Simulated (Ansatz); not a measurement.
System: fluorite SrCl2. Method: B3LYP (VWN-RPA form) in Ansatz (PAW).

Numerical settings: plane-wave cutoff 460 eV, 6×6×6 k mesh, Fermi–Dirac smearing 0.01 eV, scalar-relativistic PAW data made under PBE.

The cell has the measured lattice: a = b = c = 6.974 Å, α = β = γ = 90.00°.

**Question.** Estimate the band gap, smallest direct gap on the k points sampled and direct gap at Γ that the calculation returns.

**Answer.** 
band gap: 6.95 eV (on the SCF k mesh)
smallest direct gap on the k points sampled: 7.15 eV
direct gap at Γ: 7.30 eV

Measured, for comparison: band gap 7.5 eV (temperature not stated, no zero-point or thermal correction; as tabulated in Aguado et al. (1999), arXiv:cond-mat/9901145).

Note: cell and atoms aren't relaxed at this level (pressure 1.9 GPa).

Spin–orbit coupling is not included.

Computing time: roughly 110 core-seconds.

Ansatz is a program for electronic structure.
